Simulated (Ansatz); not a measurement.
hcp Zr was calculated with r²SCAN in Ansatz (plane waves, PAW).

Run with plane-wave cutoff 600 eV, 18×18×8 k mesh (along the axes of the cell as run), Fermi–Dirac smearing 0.1 eV, finite displacements, scalar-relativistic PAW data made under PBE.

Computed at the level's own relaxed cell.

Harmonic phonon frequencies (cm⁻¹; i marks an imaginary mode):

| q point | frequencies |
|---|---|
| Γ | 0 0 0 83 83 148 |
| M | … |
| A | … |
| L | 125 125 126 126 192 192 |

Q: Some entries are withheld; supply them.

A: 
- M, frequencies: 74 80 158 159 174 180
- A, frequencies: 59 59 59 59 137 137

No imaginary mode appears at these points.

Ansatz is a quantum-chemistry and plane-wave program.
